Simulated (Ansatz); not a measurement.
# NH₃+ (quartet): trial inputs and their diagnosis

3 inputs are run for NH₃+ (quartet) as typed; the log has to tell whether the result can be used and what must change.

The runs use Ansatz 0.2.0, Gaussian basis; the settings change from run to run.

8 further runs of the same task are left out: 2 that didn't finish, 6 set aside as unsound or not needed.

## Step 1: The geometry

The geometry is a PBE0/def2-TZVP stationary point (not a proven minimum) of the parent state, kept for this charge and spin.

4 atoms, charge 1, spin multiplicity 4.

Atoms are counted from 1 here; the program's logs count them from 0.

Bond lengths: N1–H2 1.024 Å, N1–H3 1.024 Å, N1–H4 1.024 Å. Angles: H2–N1–H3 120.0°, H2–N1–H4 120.0°, H3–N1–H4 120.0°.

## Step 2: Attempt 1

Input file in.yaml:

```yaml
crystal:
  periodic: [false, false, false]
  atoms:
    - {symbol: N, position_ang: [0.000000, 0.000000, 0.000000]}
    - {symbol: H, position_ang: [1.024021, 0.013755, -0.000070]}
    - {symbol: H, position_ang: [-0.523923, 0.879946, -0.002762]}
    - {symbol: H, position_ang: [-0.500098, -0.893701, 0.002832]}
basis:
  gaussian: {orbitals: cc-pVDZ}
total_charge: 1
magnetization: {spin_polarized: false, initial_magnetization: 3}
hamiltonian: {xc: pbe}
correlation: {active_space: {window: {electrons: 5, orbitals: 5}}}
```

Command:

```console
> ansatz run in.yaml --threads 1 --pin off --events-out ev --progress --plain --max-ram 2176MiB
```

The program printed:

```text
Error: invalid value for `correlation.active_space`: it starts from restricted Hartree–Fock orbitals; set hamiltonian.xc: hf without magnetization.spin_polarized
```

Wall time 0.03 s (1 thread of AMD EPYC 9R45, shared host).

Diagnosis: The run was refused. An active space is asked on a functional's orbitals. Cure: start from Hartree-Fock.

## Step 3: Attempt 2

Input file in.yaml:

```yaml
crystal:
  periodic: [false, false, false]
  atoms:
    - {symbol: N, position_ang: [1.024021, 0.063755, 0.299930]}
    - {symbol: H, position_ang: [1.024021, 0.013755, -0.000070]}
    - {symbol: H, position_ang: [-0.523923, 0.879946, -0.002762]}
    - {symbol: H, position_ang: [-0.500098, -0.893701, 0.002832]}
basis:
  gaussian: {orbitals: 6-31G}
total_charge: 1
magnetization: {spin_polarized: true, initial_magnetization: 3}
correlation: {method: mp2, electrons: outside_noble_gas}
scf: {lower_state_search: off}
output: {forces: true}
```

Launched as before.

The program printed, shortened:

```text
Functional definition: HF
  name "HF"
  cite "Fock, Z. Phys. 61, 126 (1930) doi:10.1007/BF01340294"
  parent pbe
[...]
228 factors; integrals over basis functions are off by at most 1.8e-4 eV
[...]
mean field -1410.82314836 eV, -51.8467944120 hartree, gradient 1.6e-6 eV, S^2 3.997027; 0 other end points of the search recorded, 0 dependent functions left out
1 core orbitals not correlated: weight in the atoms' cores, before any rotation towards them, 1.000 or more for the frozen orbitals, at most 0.000 for the correlated occupied ones
reference -1410.82314836 eV, -51.8467944120 hartree; 5, 2 occupied and 9, 12 virtual orbitals, 228 factors
second order -1.01275501 eV of doubles, -0.00000000 eV of singles
[...]
Total energy: -1411.83590337 eV, -51.8840124723 hartree
Atom 0 at     1.024021     0.063755     0.299930 Å, force    -6.070258   124.669497   714.343248 eV/Å
Atom 1 at     1.024021     0.013755    -0.000070 Å, force     6.496834  -122.600025  -715.521047 eV/Å
Atom 2 at    -0.523923     0.879946    -0.002762 Å, force     1.759498    -2.106711     1.555139 eV/Å
Atom 3 at    -0.500098    -0.893701     0.002832 Å, force    -2.186074     0.037239    -0.377339 eV/Å
Dipole moment:    -0.623317     0.320416    -0.290090 e Å
Checks for a lower state left out: starts, cluster_reference, orbital_swaps, neighbouring_geometries, increment
```

Run time: 0.12 s. Hardware: 1 thread of AMD EPYC 9R45, shared host.

What is wrong: The run converged, which proves nothing about the input. One atom lies on top of another. The shortest distance is 0.30 Å, against 1.02 Å in the geometry of step 1. Its energy belongs to another geometry. Cure: restore its position.

## Step 4: Attempt 3

Input file in.yaml:

```yaml
crystal:
  periodic: [false, false, false]
  atoms:
    - {symbol: N, position_ang: [0.000000, 0.000000, 0.000000]}
    - {symbol: H, position_ang: [1.024021, 0.013755, -0.000070]}
    - {symbol: H, position_ang: [-0.523923, 0.879946, -0.002762]}
    - {symbol: H, position_ang: [-0.500098, -0.893701, 0.002832]}
basis:
  gaussian: {orbitals: 6-31G}
total_charge: 1
magnetization: {spin_polarized: false, initial_magnetization: 3}
correlation: {active_space: {ras: {orbitals: [2, 3, 9], electrons: 4, max_holes: 2, max_particles: 2}, fixed_orbitals: true}}
accuracy: high
scf: {lower_state_search: light}
```

The command is unchanged.

The program printed:

```text
Functional definition: HF
  name "HF"
  cite "Fock, Z. Phys. 61, 126 (1930) doi:10.1007/BF01340294"
  parent pbe
  exchange = exact_x
  correlation = 0
348 factors; integrals over basis functions are off by at most 8.9e-9 eV
mean field evaluation 1: about -1504.5926 eV, gradient 1.0e1 eV
mean field evaluation 2: about -1504.6009 eV, gradient 1.0e1 eV
mean field evaluation 4: about -1505.1011 eV, gradient 1.2e0 eV
mean field evaluation 8: about -1505.1210 eV, gradient 4.0e-4 eV
mean field evaluation 16: about -1505.1210 eV, gradient 1.4e-5 eV
mean field evaluation 32: about -1505.4811 eV, gradient 6.0e-6 eV
mean field evaluation 64: about -1505.1268 eV, gradient 1.2e-2 eV
mean field -1505.48114870 eV, -55.3254117631 hartree, gradient 2.8e-8 eV, S^2 3.750000; 5 other end points of the search recorded, 0 dependent functions left out
reference -1505.48114870 eV, -55.3254117631 hartree; 6, 3 occupied and 9, 12 virtual orbitals, 348 factors
Error: 4 electrons in 14 orbitals form no window around the highest filled level of the reference
```

Wall time 0.15 s (1 thread of AMD EPYC 9R45, shared host).

Diagnosis: The run stopped with an error. The electron count of the restricted space is wrong. Cure: count the correlated electrons again.

## Step 5: Summary

| attempt | level | ended | cause | time |
| --- | --- | --- | --- | --- |
| 1 | CASSCF(5,5)/cc-pVDZ | refused | an active space is asked on a functional's orbitals | 0.03 s |
| 2 | MP2 on UHF/6-31G | converged | one atom lies on top of another | 0.12 s |
| 3 | CISD/6-31G | stopped by an error | the electron count of the restricted space is wrong | 0.15 s |

1 refused, 1 converged, 1 stopped by an error. The input that converges on a wrong geometry or spin is the dangerous one: no error points at it, so geometry and ⟨S²⟩ have to be checked.
